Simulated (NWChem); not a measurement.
dichloromethane (CH₂Cl₂); SMILES ClCCl

Program: NWChem. Pople sets run with spherical d functions. STO-3G and 3-21G are far too small for this property and stand as cheap habits. All runs use the structure optimised with PBE-D3(BJ)/def2-SVP. Field at 589 nm.

| level | isotropic polarisability (bohr³) | anisotropy (bohr³) |
|---|---|---|
| B3LYP/STO-3G | 13.6 | 15.9 |
| B3LYP/6-31G* | 30.2 | 20.8 |
| B3LYP/def2-SVP | 29.0 | 18.6 |
| B3LYP/def2-SVPD | 44.8 | 19.5 |
| B3LYP/aug-cc-pVDZ | 44.0 | 20.4 |
| B3LYP/def2-TZVPD | (withheld) | 20.0 |

Q: What belongs in the gaps?

A: 
- B3LYP/def2-TZVPD, isotropic polarisability (bohr³): 45.9
